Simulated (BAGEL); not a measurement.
**SiNH4F (SMILES N[SiH2]F) at HF/3-21G (density fitting with qzvpp-jkfit)**

Aim: the energy change on altering one bond length of SiNH4F at HF/3-21G (density fitting with qzvpp-jkfit), from 2 runs. 

The results are computed with BAGEL 1.2.2.

## Step 1: The system as given

SiNH4F has 7 atoms, charge 0, and is taken as a singlet. As SMILES, `N[SiH2]F`. The coordinates come from a PBE0-D4/def2-TZVP relaxation. This is one conformer, not always the lowest.

Bond lengths: N1–Si2 1.696 Å, Si2–F3 1.605 Å, N1–H4 1.006 Å, N1–H5 1.006 Å, Si2–H6 1.479 Å, Si2–H7 1.479 Å. Angles: N1–Si2–F3 114.6°, N1–Si2–H6 108.3°, N1–Si2–H7 108.3°, F3–Si2–H6 105.8°, F3–Si2–H7 105.8°, Si2–N1–H4 122.0°, Si2–N1–H5 122.0°, H6–Si2–H7 114.0°, H4–N1–H5 111.8°.

## Step 2: The energy at HF/3-21G (density fitting with qzvpp-jkfit)

input.json

```json
{ "bagel" : [

{
  "title" : "molecule",
  "basis" : "3-21g",
  "df_basis" : "qzvpp-jkfit",
  "angstrom" : true,
  "geometry" : [
    { "atom" : "N", "xyz" : [   -0.761500,    0.339000,   -0.625200 ] },
    { "atom" : "Si", "xyz" : [    0.531100,   -0.115700,    0.373400 ] },
    { "atom" : "F", "xyz" : [    0.515100,   -1.653900,    0.829800 ] },
    { "atom" : "H", "xyz" : [   -0.786600,    0.105100,   -1.603600 ] },
    { "atom" : "H", "xyz" : [   -1.682200,    0.513500,   -0.258400 ] },
    { "atom" : "H", "xyz" : [    0.455900,    0.676200,    1.620700 ] },
    { "atom" : "H", "xyz" : [    1.789400,    0.068000,   -0.382300 ] }
  ]
},
{
  "title" : "hf"
},
{
  "title" : "print",
  "file" : "orbitals.molden",
  "orbitals" : true
}

]}
```

On the command line:

```
$ BAGEL_NUM_THREADS=1 BAGEL input.json > input.out
```

Log:

```text
* using 1 threads per process

  ===============================================================
  ===============================================================

  *** Geometry ***

  { "atom" : "N", "xyz" : [     -1.439026,      0.640617,     -1.181457 ] },
  { "atom" : "Si", "xyz" : [      1.003634,     -0.218641,      0.705624 ] },
  { "atom" : "F", "xyz" : [      0.973398,     -3.125418,      1.568095 ] },
  { "atom" : "H", "xyz" : [     -1.486459,      0.198610,     -3.030365 ] },
  { "atom" : "H", "xyz" : [     -3.178897,      0.970374,     -0.488305 ] },
  { "atom" : "H", "xyz" : [      0.861526,      1.277833,      3.062679 ] },
  { "atom" : "H", "xyz" : [      3.381476,      0.128501,     -0.722442 ] },

  Number of auxiliary basis functions:      354

  Since a DF basis is specified, we compute 2- and 3-index integrals:
    o Being stored without compression. Storage requirement is 0.004 GB

  Number of basis functions:       39
  Number of electrons      :       34

    * METHOD: MOLECULE                             0.08

  *** RHF ***

  === Nuclear Repulsion ===
   118.5879466640

      * DIIS with orbital gradients will be used.

  === RHF iteration (3-21g) ===
      0       -442.71624071          0.03443996           0.01
      1       -442.81912666          0.01799073           0.01
      2       -442.85296710          0.00123179           0.01
      3       -442.85332216          0.00029187           0.01
      4       -442.85333588          0.00008783           0.01
      5       -442.85333847          0.00001896           0.01
      6       -442.85333863          0.00000388           0.01
      7       -442.85333864          0.00000043           0.01
      8       -442.85333864          0.00000015           0.01
      9       -442.85333864          0.00000007           0.01
     10       -442.85333864          0.00000001           0.01
    * SCF iteration converged.

    * Permanent dipole moment:
           (    0.485950,    -0.495049,     0.473982) a.u.

    * METHOD: HF                                   0.21

    * METHOD: PRINT                                0.00

  ===============================================================
```

Run time: 0.42 s. Hardware: 1 thread of Arm Neoverse V1, shared host; peak memory 0.082 GiB.

## Step 3: The distorted shape

calc.json

```json
{ "bagel" : [

{
  "title" : "molecule",
  "basis" : "3-21g",
  "df_basis" : "qzvpp-jkfit",
  "angstrom" : true,
  "geometry" : [
    { "atom" : "N", "xyz" : [      -0.485305,       0.286653,      -0.735234 ] },
    { "atom" : "Si", "xyz" : [       0.807295,      -0.168047,       0.263366 ] },
    { "atom" : "F", "xyz" : [       0.791295,      -1.706247,       0.719766 ] },
    { "atom" : "H", "xyz" : [      -0.510405,       0.052753,      -1.713634 ] },
    { "atom" : "H", "xyz" : [      -1.682200,       0.513500,      -0.258400 ] },
    { "atom" : "H", "xyz" : [       0.732095,       0.623853,       1.510666 ] },
    { "atom" : "H", "xyz" : [       2.065595,       0.015653,      -0.492334 ] }
  ]
},

{
  "title" : "hf"
},

{
  "title" : "print",
  "file" : "orbitals.molden",
  "orbitals" : true
}

]}
```

On the command line:

```
$ BAGEL_NUM_THREADS=1 BAGEL calc.json > calc.out
```

Log:

```text
* using 1 threads per process

  ===============================================================
  ===============================================================

  *** Geometry ***

  { "atom" : "N", "xyz" : [     -0.917094,      0.541696,     -1.389391 ] },
  { "atom" : "Si", "xyz" : [      1.525566,     -0.317563,      0.497690 ] },
  { "atom" : "F", "xyz" : [      1.495331,     -3.224340,      1.360161 ] },
  { "atom" : "H", "xyz" : [     -0.964526,      0.099689,     -3.238299 ] },
  { "atom" : "H", "xyz" : [     -3.178897,      0.970374,     -0.488305 ] },
  { "atom" : "H", "xyz" : [      1.383459,      1.178911,      2.854745 ] },
  { "atom" : "H", "xyz" : [      3.903409,      0.029580,     -0.930376 ] },

  Number of auxiliary basis functions:      354

  Since a DF basis is specified, we compute 2- and 3-index integrals:
    o Being stored without compression. Storage requirement is 0.004 GB

  Number of basis functions:       39
  Number of electrons      :       34

    * METHOD: MOLECULE                             0.08

  *** RHF ***

  === Nuclear Repulsion ===
   117.3037526853

      * DIIS with orbital gradients will be used.

  === RHF iteration (3-21g) ===
      0       -442.66359151          0.03478247           0.01
      1       -442.76605230          0.01903580           0.01
      2       -442.80428082          0.00152152           0.01
      3       -442.80485037          0.00027808           0.01
      4       -442.80487226          0.00014300           0.01
      5       -442.80487706          0.00002629           0.01
      6       -442.80487738          0.00000776           0.01
      7       -442.80487741          0.00000204           0.01
      8       -442.80487741          0.00000052           0.01
      9       -442.80487741          0.00000013           0.01
     10       -442.80487741          0.00000003           0.01
     11       -442.80487741          0.00000001           0.01
    * SCF iteration converged.

    * Permanent dipole moment:
           (    0.517319,    -0.498051,     0.466462) a.u.

    * METHOD: HF                                   0.21

    * METHOD: PRINT                                0.00

  ===============================================================
```

Wall time 0.42 s (1 thread of Arm Neoverse V1, shared host); peak memory 0.082 GiB.

## Step 4: Summary of results

At HF/3-21G (density fitting with qzvpp-jkfit):

| quantity | value |
| --- | --- |
| first shape: total energy | -442.85334 Eh |
| first shape: dipole moment | 2.14 D |
| first shape: HOMO energy | -11.51 eV |
| first shape: LUMO energy | 5.60 eV |
| first shape: HOMO–LUMO gap | 17.11 eV |
| distorted shape: total energy | -442.80488 Eh |
| distorted shape: dipole moment | 2.18 D |
| distorted shape: HOMO energy | -11.37 eV |
| distorted shape: LUMO energy | 4.57 eV |
| distorted shape: HOMO–LUMO gap | 15.95 eV |
| energy change with the N1–H5 bond stretched from 1.006 to 1.308 Å | 1.319 eV |

What this shows: With the N1–H5 bond stretched from 1.006 to 1.308 Å the energy rises by 1.32 eV (30 kcal/mol). The first shape isn't relaxed at this level, so the change isn't measured from a minimum.
